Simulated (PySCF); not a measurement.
From one molecule to another.

First species: C6H8FPSi.
SMILES: `c1(ccccc1F)P[SiH3]`

Second species: Oxetane, C3H6O.
SMILES: `C1COC1`

Levels: PBE0/pcSseg-1 for dipole moment, HOMO energy, LUMO energy and HOMO–LUMO gap; GFN2-xTB for rotational constant A and rotational constant C. Geometries: GFN2-xTB. Each structure is a single optimised conformer of the isolated species, non-relativistic unless stated. Electronic properties by PySCF.

The conformers computed, where there is a choice (atom-mapped SMILES and torsion angles):
- `[F:1][c:2]1[cH:3][cH:4][cH:5][cH:6][c:7]1[PH:8][SiH3:9]`: C6–C7–P8–Si9 -107°

Q: Which of the two has the higher dipole moment, and by how much?

A: The first: 2.24 D against 2.05 D, a difference of 0.19 D.

Q: Which has the higher rotational constant A?

A: The second: 12.198 GHz against 2.069 GHz, a difference of 10.129 GHz.

Q: Which has the higher HOMO–LUMO gap?

A: The second: 8.55 eV against 5.91 eV, a difference of 2.64 eV.

Q: Which of the two has the higher rotational constant C, and by how much?

A: The second: 6.839 GHz against 0.703 GHz, a difference of 6.136 GHz.

Q: Which of the two has the higher LUMO energy, and by how much?

A: The second: 1.50 eV against -0.80 eV, a difference of 2.30 eV.

Q: Which has the higher HOMO energy?

A: The first: -6.71 eV against -7.05 eV, a difference of 0.34 eV.

On the first: A dipole of 2.24 D is allowed in C1, and pure rotational transitions are dipole-allowed. The dipole equals about 7.5 × 10⁻³⁰ C·m (1 D = 3.33564 × 10⁻³⁰ C·m).

On the second: In atomic units the dipole is 0.80 e·bohr (1 au = 2.5417 D). Point group C2v permits a dipole; with 2.05 D the species has a pure rotational spectrum.
